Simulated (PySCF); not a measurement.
# Vertical excitation energies

DPP, C₆H₄N₂O₂.
Cartesian coordinates in Å at the GFN2-xTB level; atoms count from 1:
```xyz
14
C6H4N2O2 angstrom
O      2.0428    2.1253   -0.1514
C      1.4571    1.0725   -0.0740
N      2.0993   -0.1786    0.0267
C      1.2163   -1.2169    0.1003
C     -0.0475   -0.7197    0.0532
C     -1.4566   -1.0721    0.0701
O     -2.0412   -2.1256    0.1452
N     -2.0996    0.1784   -0.0290
C     -1.2168    1.2168   -0.1029
C      0.0475    0.7204   -0.0564
H      3.1028   -0.2717    0.0407
H      1.5574   -2.2326    0.1806
H     -3.1031    0.2712   -0.0418
H     -1.5590    2.2321   -0.1835
```

The calculation used TDDFT wB97X-D/def2-SVPD, vertical, gas phase, core orbitals frozen in the response in PySCF 2.14.0, density-fitted response routines.

Question: What does the calculation give for the low-lying excited states?

Answer: 

| state | E (eV) | λ (nm) | ν̃ (cm⁻¹) | f | \|μ\| (D) | symmetry | main configurations (H = HOMO, L = LUMO) |
| --- | --- | --- | --- | --- | --- | --- | --- |
| S1 | 3.55 | 349.4 | 28620 | 0.257 | 4.37 | Bu | H→L (97%) |
| S2 | 4.04 | 307.0 | 32570 | 0.0002 | 0.11 | – | H-1→L (93%) |
| S3 | 4.11 | 302.0 | 33110 | 0.0000 | 0.01 | – | H-2→L (99%) |
| S4 | 4.53 | 273.5 | 36560 | 0.0000 | 0.00 | – | H-3→L (87%), H-1→L+1 (10%) |
| S5 | 5.52 | 224.5 | 44540 | 0.0000 | 0.00 | – | H→L+1 (98%) |
| S6 | 6.15 | 201.6 | 49610 | 0.0000 | 0.00 | – | H→L+2 (87%) |
| S7 | 6.62 | 187.2 | 53420 | 0.0009 | 0.19 | – | H→L+3 (90%) |
| S8 | 6.75 | 183.6 | 54450 | 0.0000 | 0.00 | – | H-1→L+1 (81%), H-3→L (11%) |

Triplets (Tamm–Dancoff): T1 1.77 eV, H→L (97%); T2 3.53 eV, H-2→L (73%), H→L+1 (21%); T3 3.76 eV, H-1→L (90%).

The lowest singlet comes at 349 nm (342 kJ/mol) in the ultraviolet; it is strong; its leading configuration is HOMO→LUMO (97%). The lowest level is also the most intense of those listed (f = 0.257). Löwdin shares by element: HOMO carbon 27% or more, oxygen 25% (atoms not listed hold the other 48%); LUMO carbon 38% or more, oxygen 19% (atoms not listed hold the other 43%). Orbital energies (eV): HOMO-3 -10.22, HOMO-2 -9.83, HOMO-1 -9.70, HOMO -8.02, LUMO -0.95, LUMO+1 1.58, LUMO+2 1.99. Of the 8 states listed, 1 reaches f = 0.01 and 6 stay under 0.0005. The oscillator strengths of these states sum to 0.258; summed over the whole spectrum of an exact calculation they would give the number of electrons, 70 (Thomas–Reiche–Kuhn). No computed singlet lies in the visible range (380 to 750 nm); the lowest, at 349 nm, stands 0.29 eV above its violet end (3.26 eV); a Tamm–Dancoff triplet lies at 700 nm, without intensity as long as spin–orbit coupling is left out. Symmetry labels in C2h follow from the direction of the transition dipole and are given only for states with f of 0.002 or more. Singlets were solved by full linear response, triplets in the Tamm–Dancoff approximation.
